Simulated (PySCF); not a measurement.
Isomers of [C5H12N]+ (charge +1). Method: PySCF 2.14.0, PBE0-D3(BJ)/def2-SVP geometry optimisation, gas phase. Energies are electronic, without zero-point or thermal terms, for one conformer each. No frequencies were run at this level. Point groups hold within 0.08 Å.

Question: Order them by energy at this level, lowest first, and give relative energies in kcal/mol.
A. `[CH3:1][NH2+:2][CH:3]1[CH2:4][CH2:5][CH2:6]1` (charge +1) with C1–N2–C3–C4 -68°, N2–C3–C4–C5 -141°, C3–C4–C5–C6 20°, C4–C5–C6–C3 -20°, N2–C3–C6–C5 141°
B. `[CH3:1][C@@H:2]1[CH2:3][CH2:4][C@H:5]1[NH3+:6]` (charge +1) with C1–C2–C3–C4 -144°, C2–C3–C4–C5 21°, C3–C4–C5–N6 -142°, C1–C2–C5–C4 145°
C. `[CH3:1][NH+:2]1[CH2:3][CH2:4][CH2:5][CH2:6]1` (charge +1) with C1–N2–C3–C4 166°, N2–C3–C4–C5 -23°, C3–C4–C5–C6 -2°, C4–C5–C6–N2 26°

Answer: C (0.0), B (14.5), A (18.1).

As drawn, the highest has a four-membered ring, which the lowest lacks. Neighbours under 5.0 kcal/mol apart (C[C@@H]1CC[C@H]1[NH3+] and C[NH2+]C1CCC1) can change places with a better method, another conformer or zero-point energy.

```json
{"SMILES": "C[NH+]1CCCC1", "E (Eh)": "-251.80351", "E rel (kcal/mol)": "0.0", "dipole about centre of mass (D)": "2.27", "point group": "–", "A, B, C (MHz)": "6377, 3031, 2278"}
{"SMILES": "C[C@@H]1CC[C@H]1[NH3+]", "E (Eh)": "-251.78045", "E rel (kcal/mol)": "14.5", "dipole about centre of mass (D)": "6.63", "point group": "C1", "A, B, C (MHz)": "4464, 3283, 2118"}
{"SMILES": "C[NH2+]C1CCC1", "E (Eh)": "-251.77473", "E rel (kcal/mol)": "18.1", "dipole about centre of mass (D)": "4.69", "point group": "C1", "A, B, C (MHz)": "8008, 2244, 1925"}
```

How do the relative energies change in single points at PBE0/pcSseg-1 (no added dispersion term) on the same geometries?

```tsv
SMILES	PBE0-D3(BJ)/def2-SVP (kcal/mol)	PBE0/pcSseg-1 (kcal/mol)	shift
C[NH+]1CCCC1	0.0	0.0	0.0
C[C@@H]1CC[C@H]1[NH3+]	14.5	15.5	+1.0
C[NH2+]C1CCC1	18.1	18.4	+0.3
```

Each column counts from its own lowest isomer. The order is unchanged; the largest shift is 1.0 kcal/mol.
